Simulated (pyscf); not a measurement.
PySCF, gas phase, ωB97X-D3(BJ)/def2-SVP geometries.

### Question
PBE/def2-TZVP puts the barrier of H₃C–CH(F)–F + H• → H₃C–CH•–F + HF (concerted two-bond exchange; doublet surface; C–F, C–H broken, C–H, F–H formed) at 1.49 eV and the reaction energy at -0.61 eV, from the separated reactants. What do PBE0-D3(BJ)/def2-TZVP, M06-2X/def2-TZVP, ωB97M-D3(BJ)/def2-TZVP give on the same structures?

### Answer
PBE0-D3(BJ): ΔE‡ = 1.81 eV, ΔE = -0.61 eV; M06-2X: ΔE‡ = 2.05 eV, ΔE = -0.56 eV; ωB97M-D3(BJ): ΔE‡ = 1.94 eV, ΔE = -0.61 eV. PBE's barrier lies under all of them, by 0.32 to 0.56 eV. Its reaction energy matches one of them and lies within 0.05 eV of the others. Low barriers are usual for a GGA, whose delocalisation error favours stretched bonds. On the product side the descent ends in a complex, 0.19 eV under the separated species and 2.76 eV under the saddle at ωB97X-D3(BJ)/def2-TZVP. From the product side, H₂C=CH–F + H• + HF lies, by one bond made or cut, 0.75 eV under this saddle at ωB97M-D3(BJ). Another saddle between the same species, by other bonds, lies lower (1.49 eV against 1.94 eV at ωB97M-D3(BJ)).
